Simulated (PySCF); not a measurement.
# How the method moves the HOMO and LUMO of carbon suboxide

Compound: carbon suboxide, C3O2.
Numbering: `[O:1]=[C:2]=[C:3]=[C:4]=[O:5]`

Geometry (PBE0-D3(BJ)/def2-SVP, Å), atoms numbered from 1 in this order:
```xyz
5
C3O2 angstrom
O     -2.138   -0.235    1.179
C     -1.122   -0.123    0.631
C      0.000    0.000    0.026
C      1.122    0.123   -0.580
O      2.138    0.235   -1.128
```

Basis pcSseg-2 throughout (PySCF), one geometry. Geometry: PBE0-D3(BJ)/def2-SVP; no solvent, vibrations or thermal averaging.

**Question.** How do the orbital energies and the gap change with the method?

**Answer.** 
```
   method                    kind  HOMO (eV)  LUMO (eV)  gap (eV)  SCF cycles
     BLYP                     GGA      -7.10      -2.61      4.49          15
    B97-D                     GGA      -7.22      -2.67      4.56          15
     OPBE                     GGA      -7.24      -2.65      4.59          15
      PBE                     GGA      -7.25      -2.73      4.52          15
      KT2                     GGA      -7.29      -2.70      4.58          15
      KT3                     GGA      -7.31      -2.72      4.60          15
     BP86                     GGA      -7.33      -2.81      4.52          15
      LDA                     LDA      -7.47      -3.00      4.47          14
    B97-2           global hybrid      -8.18      -1.93      6.25          13
    B3LYP           global hybrid      -8.21      -2.10      6.11          13
     PBE0           global hybrid      -8.43      -1.88      6.55          13
 mPW1PW91           global hybrid      -8.45      -1.90      6.55          13
BHandHLYP           global hybrid      -9.50      -0.88      8.62          12
CAM-B3LYP  range-separated hybrid      -9.68      -0.81      8.86          12
  wB97X-D  range-separated hybrid     -10.15      -0.13     10.03          12
  LC-wPBE  range-separated hybrid     -10.89       0.30     11.18          13
       HF            Hartree–Fock     -11.12       1.87     12.99          10
```

The HOMO spans 4.02 eV, from BLYP down to HF, and the gap runs from 4.47 eV (LDA) to 12.99 eV (HF). Over the methods BLYP (0 %), B97-D (0 %), OPBE (0 %), PBE (0 %), KT2 (0 %), KT3 (0 %), BP86 (0 %), LDA (0 %), B97-2 (21 %), B3LYP (20 %), PBE0 (25 %), mPW1PW91 (25 %), BHandHLYP (50 %), HF (100 %), a straight line through the gap against the share of exact exchange rises by 0.84 eV for each 10 % (correlation coefficient 1.000). The dipole is below 0.03 D at every level.
